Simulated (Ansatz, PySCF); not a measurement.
Breaking a bond: CH₄O, SMILES CO. The C1–H6 bond (C1 also carries H, H, O; H6 carries nothing else) is pulled apart rigidly from the PBE0/def2-TZVP optimised geometry.

Levels of theory: UHF/cc-pVDZ (PySCF); RHF/cc-pVDZ (PySCF); UKS-BHandHLYP = unrestricted BHandHLYP/cc-pVDZ in PySCF 2.14.0; RKS-BHandHLYP = PySCF 2.14.0 with restricted BHandHLYP/cc-pVDZ; UKS-B3LYP = PySCF with unrestricted B3LYP/cc-pVDZ; RKS-B3LYP = restricted B3LYP/cc-pVDZ run with PySCF; UKS-PBE = unrestricted PBE/cc-pVDZ in Ansatz (an electronic-structure program); RKS-PBE = restricted PBE/cc-pVDZ (Ansatz); UKS-B3LYP/6-31G* = unrestricted B3LYP/6-31G*, spherical d run with PySCF; RKS-B3LYP/6-31G* = restricted B3LYP/6-31G*, spherical d run with PySCF 2.14.0; UKS-M06-2X/6-31G* = unrestricted M06-2X/6-31G*, spherical d (PySCF 2.14.0); RKS-M06-2X/6-31G* = restricted M06-2X/6-31G*, spherical d (PySCF); UKS-B3LYP/6-311+G** = unrestricted B3LYP/6-311+G**, spherical d run with PySCF; RKS-B3LYP/6-311+G** = restricted B3LYP/6-311+G**, spherical d (PySCF).

Scanned distances (Å): 0.81, 0.87, 0.93, 0.98, 1.01, 1.06, 1.09, 1.12, 1.16, 1.19, 1.26, 1.37, 1.47, 1.64, 1.80, 1.98, 2.20, 2.39, 2.65, 2.94, 3.29, 3.80.

Q: Where does the unrestricted solution first break spin symmetry (<S²> of 0.01 or more)?

A: UHF: between 1.64 and 1.80 Å; UKS-BHandHLYP: between 1.80 and 1.98 Å; UKS-B3LYP: between 1.98 and 2.20 Å; UKS-PBE: between 1.98 and 2.20 Å; UKS-B3LYP/6-31G*: between 1.98 and 2.20 Å; UKS-M06-2X/6-31G*: between 1.98 and 2.20 Å; UKS-B3LYP/6-311+G**: between 1.98 and 2.20 Å.

```tsv
R / Å	<S²> UHF	E(RHF) − E(UHF) / kcal/mol	<S²> UKS-BHandHLYP	E(RKS-BHandHLYP) − E(UKS-BHandHLYP) / kcal/mol	<S²> UKS-B3LYP	E(RKS-B3LYP) − E(UKS-B3LYP) / kcal/mol	<S²> UKS-PBE	E(RKS-PBE) − E(UKS-PBE) / kcal/mol	<S²> UKS-B3LYP/6-31G*	E(RKS-B3LYP/6-31G*) − E(UKS-B3LYP/6-31G*) / kcal/mol	<S²> UKS-M06-2X/6-31G*	E(RKS-M06-2X/6-31G*) − E(UKS-M06-2X/6-31G*) / kcal/mol	<S²> UKS-B3LYP/6-311+G**	E(RKS-B3LYP/6-311+G**) − E(UKS-B3LYP/6-311+G**) / kcal/mol
0.81	0.00	0.0	0.00	0.0	0.00	0.0	0.00	0.0	0.00	0.0	0.00	0.0	0.00	0.0
0.87	0.00	0.0	0.00	0.0	0.00	0.0	0.00	0.0	0.00	0.0	0.00	0.0	0.00	0.0
0.93	0.00	0.0	0.00	0.0	0.00	0.0	0.00	0.0	0.00	0.0	0.00	0.0	0.00	0.0
0.98	0.00	0.0	0.00	0.0	0.00	0.0	0.00	0.0	0.00	0.0	0.00	0.0	0.00	0.0
1.01	0.00	0.0	0.00	0.0	0.00	0.0	0.00	0.0	0.00	0.0	0.00	0.0	0.00	0.0
1.06	0.00	0.0	0.00	0.0	0.00	0.0	0.00	0.0	0.00	0.0	0.00	0.0	0.00	0.0
1.09	0.00	0.0	0.00	0.0	0.00	0.0	0.00	0.0	0.00	0.0	0.00	0.0	0.00	0.0
1.12	0.00	0.0	0.00	0.0	0.00	0.0	0.00	0.0	0.00	0.0	0.00	0.0	0.00	0.0
1.16	0.00	0.0	0.00	0.0	0.00	0.0	0.00	0.0	0.00	0.0	0.00	0.0	0.00	0.0
1.19	0.00	0.0	0.00	0.0	0.00	0.0	0.00	0.0	0.00	0.0	0.00	0.0	0.00	0.0
1.26	0.00	0.0	0.00	0.0	0.00	0.0	0.00	0.0	0.00	0.0	0.00	0.0	0.00	0.0
1.37	0.00	0.0	0.00	0.0	0.00	0.0	0.00	0.0	0.00	0.0	0.00	0.0	0.00	0.0
1.47	0.00	0.0	0.00	0.0	0.00	0.0	0.00	0.0	0.00	0.0	0.00	0.0	0.00	0.0
1.64	0.00	0.0	0.00	0.0	0.00	0.0	0.00	0.0	0.00	0.0	0.00	0.0	0.00	0.0
1.80	0.39	4.1	0.00	0.0	0.00	0.0	0.00	0.0	0.00	0.0	0.00	0.0	0.00	0.0
1.98	0.64	14.6	0.27	1.7	0.00	0.0	0.00	0.0	0.00	0.0	0.00	0.0	0.00	0.0
2.20	0.82	30.3	0.59	8.9	0.37	2.3	0.09	0.1	0.38	2.6	0.54	3.8	0.37	2.3
2.39	0.90	44.0	0.76	17.3	0.61	7.1	0.49	2.5	0.62	7.8	0.75	12.1	0.61	7.1
2.65	0.96	61.4	0.89	29.0	0.81	15.2	0.77	8.7	0.82	16.3	0.00	—	0.81	15.1
2.94	0.98	78.1	0.95	40.9	0.92	23.8	0.91	15.9	0.92	25.4	0.00	—	0.92	23.7
3.29	1.00	94.7	0.98	52.6	0.97	32.5	0.97	23.1	0.97	34.5	0.00	—	0.97	32.1
3.80	1.01	112.8	1.00	65.0	1.00	41.4	1.00	30.3	1.00	44.0	0.00	—	0.99	40.6
```

Dashes: no converged value, or the column stops at the first point that the program doubted or that broke a chosen test of continuity, which isn't proof of a fault.
